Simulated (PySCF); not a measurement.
Species: E-2,4-pentadienenitrile, C5H5N.
SMILES: `C=C/C=C/C#N`

Torsions of this conformer, `[CH2:1]=[CH:2]/[CH:3]=[CH:4]/[C:5]#[N:6]`: C1–C2–C3–C4 180°.

The closed-shell ground state was solved at several levels (PySCF, density fitting, gas phase, non-relativistic). Isolated species at its PBE0-D3(BJ)/def2-TZVP geometry (one conformer only).

```csv
level,basis functions,total energy (Eh),HOMO (eV),LUMO (eV),gap (eV),dipole (D)
wB97X-D/aug-cc-pVTZ,391,-248.2280,-9.16,-0.51,8.65,4.79
PBE0/pcSseg-2,286,-248.0228,-7.48,-2.23,5.25,4.78
PBE0/aug-cc-pVTZ,391,-248.0192,-7.47,-2.23,5.24,4.79
```

Q: Estimate the row for CAM-B3LYP/aug-cc-pVTZ, a basis of 391 functions; the other rows only guide the guess.

A: Total energy -248.1895 Eh, HOMO -8.66 eV, LUMO -1.16 eV, gap 7.50 eV, dipole 4.83 D.

Q: How far do the dipole and the HOMO energy spread over the levels?

A: The dipole runs from 4.78 to 4.83 D (mean 4.80 D) and the HOMO from -9.16 to -7.47 eV.

wB97X-D is run here without its empirical dispersion term; that term would change no orbital, density or response property at a fixed geometry.
